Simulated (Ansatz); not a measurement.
System: body-centred tetragonal In. Method: r²SCAN0 in Ansatz (plane waves, PAW).

Run with plane-wave cutoff 520 eV, 14×14×14 k mesh, Fermi–Dirac smearing 0.05 eV, scalar-relativistic PAW data made under PBE.

Computed at the level's own relaxed cell.

Problem. Give the computed equilibrium lattice constant a and lattice parameter c.

Solution. 
- equilibrium lattice constant a = 3.228 Å
- lattice parameter c = 4.980 Å

Measured, for comparison: lattice constant a 3.252 Å, lattice parameter c 4.947 Å (293 K, not corrected to a static lattice; as tabulated in Wikipedia's data pages). Computed (rounded) less measured: lattice constant a -0.7 %, lattice parameter c +0.7 %. A static lattice is as a rule a little smaller and stiffer than an uncorrected measurement, which narrows the difference in the lattice constant a and would widen misses of the other sign.

Spin–orbit coupling is not included.

Ansatz is an electronic-structure program.
